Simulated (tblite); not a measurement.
Compound: C₄H₄OS.
Numbering: `[OH:1][c:2]1[cH:3][cH:4][cH:5][s:6]1` (hydrogens: H7 on O1; H8 on C3; H9 on C4; H10 on C5)

Geometry (GFN2-xTB, Å), atoms numbered from 1 in this order:
```xyz
10
C4H4OS angstrom
O      2.3226    0.0567   -0.3698
C      0.9952    0.0984   -0.1373
C      0.1159   -0.9244   -0.3030
C     -1.2089   -0.5527    0.0294
C     -1.3208    0.7313    0.4394
S      0.2039    1.5414    0.4335
H      2.7295    0.9086   -0.1769
H      0.4075   -1.8982   -0.6479
H     -2.0433   -1.2273   -0.0378
H     -2.1929    1.2708    0.7479
```

Level: GFN2-xTB in tblite, geometry and Hessian alike; calculated harmonic values, unscaled, isolated species. The method is semi-empirical: single wavenumbers can be off by several per cent or more. One conformer, not necessarily the lowest.

Harmonic wavenumbers (cm⁻¹): 245.1, 274.5, 346.8, 456.0, 518.1, 527.4, 701.2, 721.8, 726.4, 794.5, 841.6, 842.0, 1056.0, 1073.4, 1106.2, 1192.5, 1219.0, 1348.3, 1504.0, 1589.4, 3132.2, 3154.6, 3172.9, 3535.6.

A = 5362, B = 3300, C = 2043 MHz; mass 99.998 u (most abundant isotopes); point group Cs, symmetry number 1.

Question: Zero-point energy?

Answer: ½Σν̃ = 15040 cm⁻¹ = 179.92 kJ/mol.

Question: Entropy at 400 K, 1 bar (ideal gas, RRHO, classical rotation)?

Answer: Translation 172.40, rotation 114.91, vibration 55.97: S = 343.3 J/(mol K).

Question: And Cp and H(400 K) − H(0)?

Answer: Cp = 118.38 J/(mol K), of which vibrations give 85.12 (their classical limit is 24 R = 199.5); H(400 K) − H(0) = 27.75 kJ/mol without the zero-point energy, 14.45 from vibrations.

Question: Which modes carry the vibrational entropy at 400 K?

Answer: 245.1 cm⁻¹: 9.63; 274.5 cm⁻¹: 8.75; 346.8 cm⁻¹: 7.00; 456.0 cm⁻¹: 5.07; 518.1 cm⁻¹: 4.25; 527.4 cm⁻¹: 4.14 J/(mol K); the other 18 give 17.14 together.

Question: What must be added to the electronic energy to get the Gibbs energy at 400 K and 1 bar?

Answer: ZPE + [H(400 K) − H(0)] − T·S = 179.92 + 27.75 − 137.31 = 70.36 kJ/mol.

Question: How do the functions run with temperature in this model?

Answer: 
| T (K) | S (J/(mol K)) | Cp (J/(mol K)) | H − H(0) (kJ/mol) | G − H(0) (kJ/mol) | ln q(vib) |
| --- | --- | --- | --- | --- | --- |
| 100 | 243.7 | 41.6 | 3.52 | -20.84 | 0.06 |
| 200 | 280.1 | 67.4 | 8.92 | -47.09 | 0.54 |
| 300 | 312.7 | 94.8 | 17.05 | -76.75 | 1.36 |
| 500 | 371.8 | 136.8 | 40.55 | -145.33 | 3.51 |
| 800 | 444.4 | 171.0 | 87.31 | -268.20 | 6.99 |
| 1000 | 484.1 | 184.6 | 122.94 | -361.15 | 9.22 |

q(vib) and H(0) count from the zero-point level.

Hindered rotation and anharmonicity are outside this model. Other conformers, if any are populated, would add a mixing term that is left out.

On one thread, Arm Neoverse N1 (aarch64), shared host with 32 logical CPUs at a one-minute load of 24, this took 0.32 s. This covers the Hessian and the dipole derivatives.
